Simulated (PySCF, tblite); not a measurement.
# C5H8O: a rotation path, then NMR shifts on frames, part 2 of 2

tblite 0.8.0 and PySCF 2.14.0. Atoms count from 0. Earlier steps stand in the parts before.

### Step 5. Nuclear shieldings: image 4, PBE0/pcSseg-1

The job: settings as JSON, then the geometry in Å.

```
{"job": {"kind": "nmr", "xc": "PBE0", "basis": "pcSseg-1", "pop": false}, "charge": 0, "multiplicity": 1}
O      2.529700    -0.100800     0.506900
C      1.626000     0.453700    -0.430300
C      0.198400     0.163900    -0.101100
C     -0.620200     0.468600     0.908200
C     -1.785500    -0.290600     0.338900
C     -0.836300    -0.657200    -0.829600
H      2.262200     0.178600     1.389500
H      1.778600     1.543900    -0.498200
H      1.886400     0.008700    -1.393400
H     -0.529500     1.043100     1.813400
H     -2.128000    -1.136100     0.933200
H     -2.644600     0.315700     0.057700
H     -1.131900    -0.274600    -1.805300
H     -0.605900    -1.717500    -0.911800
```

Method: GIAO PBE0/pcSseg-1 NMR shielding, non-relativistic, gas phase.

Log:

```text
coarse grid: 11480 points
cycle   1  E = -270.0228167382  dE =  8.744e-01  |g| = 6.415e-01  |ddm| = 3.346e+00
cycle   2  E = -269.9654999223  dE =  5.732e-02  |g| = 8.670e-01  |ddm| = 1.196e+00
cycle   3  E = -270.1039755210  dE = -1.385e-01  |g| = 6.744e-02  |ddm| = 7.245e-01
cycle   4  E = -270.1047127563  dE = -7.372e-04  |g| = 3.193e-02  |ddm| = 8.149e-02
cycle   5  E = -270.1049522855  dE = -2.395e-04  |g| = 6.381e-03  |ddm| = 3.536e-02
cycle   6  E = -270.1049586432  dE = -6.358e-06  |g| = 3.422e-03  |ddm| = 7.237e-03
cycle   7  E = -270.1049614075  dE = -2.764e-06  |g| = 6.220e-04  |ddm| = 3.230e-03
final grid: 110224 points
cycle   8  E = -270.1522103685  dE = -2.882e-05  |g| = 9.446e-03  |ddm| = 2.929e-02
cycle   9  E = -270.1521969956  dE =  1.337e-05  |g| = 1.261e-02  |ddm| = 1.788e-02
cycle  10  E = -270.1522300482  dE = -3.305e-05  |g| = 1.048e-03  |ddm| = 1.027e-02
cycle  11  E = -270.1522302640  dE = -2.159e-07  |g| = 1.388e-04  |ddm| = 8.787e-04
cycle  12  E = -270.1522302673  dE = -3.291e-09  |g| = 4.852e-05  |ddm| = 1.463e-04
cycle  13  E = -270.1522302678  dE = -4.669e-10  |g| = 1.678e-05  |ddm| = 5.095e-05
converged SCF energy = -270.1522302678

GIAO shielding tensors (ppm)
atom      isotropic    diamagn.    paramagn.     s11        s22        s33       span
  0 O      290.986     387.214     -96.228    229.860    286.288    356.809    126.948
  1 C      122.580     239.511    -116.930    101.801    111.099    154.840     53.038
  2 C       25.330     260.986    -235.656    -94.550     31.489    139.049    233.599
  3 C       49.162     252.489    -203.328    -54.902     51.423    150.964    205.866
  4 C      157.969     252.833     -94.864    144.228    162.741    166.939     22.712
  5 C      153.125     248.721     -95.597    144.575    150.494    164.305     19.730
  6 H       31.668      32.243      -0.575     23.404     29.803     41.796     18.392
  7 H       27.079      28.257      -1.178     22.829     26.871     31.537      8.708
  8 H       27.860      28.217      -0.358     24.229     27.744     31.606      7.378
  9 H       25.537      33.751      -8.214     24.412     24.632     27.567      3.155
 10 H       29.234      29.874      -0.641     25.990     27.169     34.542      8.552
 11 H       29.218      29.749      -0.531     25.944     27.091     34.618      8.675
 12 H       29.163      30.040      -0.878     26.092     27.372     34.024      7.932
 13 H       28.919      30.145      -1.227     26.317     26.979     33.460      7.142
```

Run time: 11 s. Hardware: 1 thread of Arm Neoverse V1, shared host; peak memory 0.71 GiB.

Key values: δ C2 161.6, C3 137.8, C1 64.3, C5 33.8, H9 6.18, H7 4.64 ppm.

### Step 6. NMR shieldings: image 6, PBE0/pcSseg-1

The job: settings as JSON, then the geometry in Å.

```
{"job": {"kind": "nmr", "xc": "PBE0", "basis": "pcSseg-1", "pop": false}, "charge": 0, "multiplicity": 1}
O      2.503000    -0.342200     0.220200
C      1.604100     0.566200    -0.392400
C      0.180200     0.239700    -0.091700
C     -0.702900     0.632200     0.827700
C     -1.791800    -0.277000     0.330900
C     -0.764900    -0.748700    -0.729600
H      2.325200    -0.350800     1.167500
H      1.827300     1.594900    -0.070200
H      1.794000     0.482500    -1.465400
H     -0.689200     1.345400     1.632500
H     -2.117500    -1.044800     1.030800
H     -2.667000     0.226000    -0.075300
H     -1.031900    -0.531600    -1.762500
H     -0.469600    -1.792300    -0.644600
```

Method: GIAO PBE0/pcSseg-1 NMR shielding, non-relativistic, gas phase.

Log:

```text
coarse grid: 11480 points
cycle   1  E = -270.0258006750  dE =  8.712e-01  |g| = 6.390e-01  |ddm| = 3.340e+00
cycle   2  E = -269.9671334872  dE =  5.867e-02  |g| = 8.687e-01  |ddm| = 1.147e+00
cycle   3  E = -270.1062324807  dE = -1.391e-01  |g| = 7.197e-02  |ddm| = 6.958e-01
cycle   4  E = -270.1071023052  dE = -8.698e-04  |g| = 3.261e-02  |ddm| = 8.771e-02
cycle   5  E = -270.1073532069  dE = -2.509e-04  |g| = 6.328e-03  |ddm| = 3.691e-02
cycle   6  E = -270.1073599026  dE = -6.696e-06  |g| = 3.315e-03  |ddm| = 8.451e-03
cycle   7  E = -270.1073625560  dE = -2.653e-06  |g| = 6.145e-04  |ddm| = 3.186e-03
final grid: 110224 points
cycle   8  E = -270.1550285624  dE = -2.823e-05  |g| = 9.582e-03  |ddm| = 2.878e-02
cycle   9  E = -270.1550131444  dE =  1.542e-05  |g| = 1.309e-02  |ddm| = 1.791e-02
cycle  10  E = -270.1550486532  dE = -3.551e-05  |g| = 1.193e-03  |ddm| = 1.031e-02
cycle  11  E = -270.1550489454  dE = -2.922e-07  |g| = 2.012e-04  |ddm| = 9.709e-04
cycle  12  E = -270.1550489505  dE = -5.105e-09  |g| = 1.371e-04  |ddm| = 2.926e-04
cycle  13  E = -270.1550489550  dE = -4.527e-09  |g| = 2.136e-05  |ddm| = 1.339e-04
cycle  14  E = -270.1550489551  dE = -8.902e-11  |g| = 7.758e-06  |ddm| = 2.212e-05
converged SCF energy = -270.1550489551

GIAO shielding tensors (ppm)
atom      isotropic    diamagn.    paramagn.     s11        s22        s33       span
  0 O      286.761     387.602    -100.841    226.401    287.921    345.961    119.561
  1 C      122.130     239.407    -117.277     99.855    113.535    152.998     53.143
  2 C       26.515     260.505    -233.991    -91.795     30.883    140.456    232.251
  3 C       46.923     252.443    -205.520    -52.468     47.753    145.482    197.949
  4 C      158.299     253.013     -94.714    144.899    162.535    167.462     22.563
  5 C      154.561     248.358     -93.796    144.895    154.948    163.842     18.947
  6 H       31.900      32.153      -0.253     24.127     29.533     42.041     17.915
  7 H       27.242      28.568      -1.326     22.779     27.194     31.753      8.974
  8 H       27.752      28.087      -0.335     24.322     27.339     31.596      7.273
  9 H       25.501      33.639      -8.137     24.295     24.830     27.379      3.085
 10 H       29.294      29.922      -0.628     26.054     27.222     34.606      8.552
 11 H       29.246      29.721      -0.475     25.925     27.144     34.669      8.744
 12 H       29.231      30.002      -0.770     25.965     27.445     34.284      8.319
 13 H       28.788      30.121      -1.333     26.118     27.075     33.171      7.053
```

It took 11 s on 1 thread of Arm Neoverse V1, shared host; peak memory 0.7 GiB.

This run: δ C2 160.4, C3 140.0, C1 64.8, C5 32.4, H9 6.22, H7 4.48 ppm.

### Step 7. Nuclear shieldings: image 8, PBE0/pcSseg-1

The job: settings as JSON, then the geometry in Å.

```
{"job": {"kind": "nmr", "xc": "PBE0", "basis": "pcSseg-1", "pop": false}, "charge": 0, "multiplicity": 1}
O      2.478100    -0.443200    -0.085300
C      1.594900     0.636100    -0.326400
C      0.172500     0.286900    -0.052300
C     -0.782400     0.754900     0.751800
C     -1.802900    -0.259900     0.315800
C     -0.693000    -0.815400    -0.613100
H      2.341900    -0.754100     0.816500
H      1.880400     1.512900     0.274700
H      1.727900     0.880800    -1.385200
H     -0.841200     1.566200     1.454700
H     -2.140100    -0.945200     1.092400
H     -2.669300     0.146600    -0.203400
H     -0.902600    -0.739600    -1.678300
H     -0.364600    -1.827400    -0.384000
```

Level: GIAO PBE0/pcSseg-1 NMR shielding, non-relativistic, gas phase.

Log:

```text
coarse grid: 11480 points
cycle   1  E = -270.0285601418  dE =  8.709e-01  |g| = 6.359e-01  |ddm| = 3.341e+00
cycle   2  E = -269.9728207711  dE =  5.574e-02  |g| = 8.578e-01  |ddm| = 1.143e+00
cycle   3  E = -270.1081621137  dE = -1.353e-01  |g| = 7.073e-02  |ddm| = 6.932e-01
cycle   4  E = -270.1090039793  dE = -8.419e-04  |g| = 3.129e-02  |ddm| = 8.550e-02
cycle   5  E = -270.1092370186  dE = -2.330e-04  |g| = 5.608e-03  |ddm| = 3.629e-02
cycle   6  E = -270.1092433956  dE = -6.377e-06  |g| = 1.648e-03  |ddm| = 6.546e-03
final grid: 110224 points
cycle   7  E = -270.1567556732  dE = -2.766e-05  |g| = 9.279e-03  |ddm| = 2.759e-02
cycle   8  E = -270.1567415781  dE =  1.410e-05  |g| = 1.256e-02  |ddm| = 1.787e-02
cycle   9  E = -270.1567747578  dE = -3.318e-05  |g| = 9.700e-04  |ddm| = 1.037e-02
cycle  10  E = -270.1567749422  dE = -1.844e-07  |g| = 1.692e-04  |ddm| = 8.479e-04
cycle  11  E = -270.1567749473  dE = -5.092e-09  |g| = 5.062e-05  |ddm| = 1.602e-04
cycle  12  E = -270.1567749478  dE = -5.071e-10  |g| = 1.687e-05  |ddm| = 4.827e-05
converged SCF energy = -270.1567749478

GIAO shielding tensors (ppm)
atom      isotropic    diamagn.    paramagn.     s11        s22        s33       span
  0 O      296.791     387.986     -91.195    251.707    294.597    344.068     92.362
  1 C      120.797     239.659    -118.862     97.392    113.232    151.768     54.376
  2 C       27.770     260.354    -232.584    -85.617     31.908    137.019    222.636
  3 C       47.333     252.364    -205.031    -50.861     47.804    145.058    195.919
  4 C      158.293     253.105     -94.812    145.127    162.396    167.357     22.230
  5 C      155.756     247.932     -92.176    145.164    158.334    163.770     18.605
  6 H       31.757      32.286      -0.528     24.057     28.892     42.323     18.265
  7 H       27.255      28.663      -1.408     22.926     27.349     31.491      8.566
  8 H       27.486      27.839      -0.353     23.932     26.948     31.577      7.646
  9 H       25.510      33.515      -8.005     24.452     24.841     27.237      2.784
 10 H       29.311      29.931      -0.620     26.036     27.214     34.682      8.646
 11 H       29.249      29.690      -0.441     25.899     27.157     34.691      8.792
 12 H       29.232      29.974      -0.741     25.838     27.518     34.341      8.504
 13 H       28.857      30.267      -1.411     25.871     27.449     33.249      7.378
```

Wall time 11 s (1 thread of Arm Neoverse V1, shared host); peak memory 0.76 GiB.

This run: δ C2 159.2, C3 139.6, C1 66.1, C5 31.2, H9 6.21, H7 4.46 ppm.

### Step 8. Side by side: NMR shifts

Shifts (ppm) of some atoms, chosen among heavy atoms and hydrogens apart, with basis size and wall time:

```csv
frame,C2,C3,C1,C5,H8,H6,O0,functions,time
image 0,159.3,132.0,68.0,30.7,4.44,0.48,20.8,142,11 s
image 2,159.8,132.7,66.5,32.4,4.10,0.57,24.5,142,11 s
image 4,161.6,137.8,64.3,33.8,3.86,0.05,45.1,142,11 s
image 6,160.4,140.0,64.8,32.4,3.96,-0.18,49.3,142,11 s
image 8,159.2,139.6,66.1,31.2,4.23,-0.04,39.3,142,11 s
```

### Step 9. Outcome

The summary covers parts 1 to 2.

```
                                       quantity                                               value
                                        barrier                  0.043 eV (1.0 kcal/mol) at image 4
                          end to end (GFN2-xTB)                                            0.032 eV
¹³C shifts against TMS (PBE0/pcSseg-1, image 0)                  159.3, 132.0, 68.0, 30.7, 28.3 ppm
 ¹H shifts against TMS (PBE0/pcSseg-1, image 0)  6.07, 4.56, 4.44, 2.52, 2.46, 2.45, 2.42, 0.48 ppm
¹⁷O shifts against H2O (PBE0/pcSseg-1, image 0)                                            20.8 ppm
                       range of the shift of O0                                    20.8 to 49.3 ppm
```

Along the band the dihedral turns by 123°, and the top (dihedral -115°) lies 1.0 kcal/mol above the start (GFN2-xTB, rough), so at room temperature this motion is fast. Ends this close can change order at a higher level. The top was not checked by a frequency run. Shifts at one fixed geometry are not the observed spectrum, which averages over the motion. In the first frame run (image 0): Shielding is most anisotropic at C2 (span 218 ppm, paramagnetic term -234 ppm). In ppm, O0 moves most: its shift spreads over 28.5 ppm, from 20.8 (image 0) to 49.3 (image 6).
